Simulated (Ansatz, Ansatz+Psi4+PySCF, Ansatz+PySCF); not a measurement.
```yaml
atoms:
  - { symbol: Si, position_ang: [0.0000, 0.0000, 0.0907] }
  - { symbol: H, position_ang: [0.0000, 1.4609, -0.3739] }
  - { symbol: H, position_ang: [1.2652, -0.7305, -0.3739] }
  - { symbol: H, position_ang: [-1.2652, -0.7305, -0.3739] }
```

Basis set: cc-pVTZ on H; cc-pV(T+d)Z on Si (spherical functions). Left uncorrelated: 5 orbitals. Charge 0, multiplicity 2.

Computed with Ansatz (development build ahead of 0.2.0); each method stands on the lowest determinant of its kind that the runs found.

Problem. Give the atomization energy at this shape (free ground-state atoms in the same class of orbitals less the molecule, no zero-point energy) of doublet SiH3 by UHF-CCSD(T), UHF-MP2, ROHF, UHF.

Solution.

```
     method  atomization energy
UHF-CCSD(T)             9.61 eV
    UHF-MP2             9.35 eV
       ROHF             7.79 eV
        UHF             7.71 eV
```
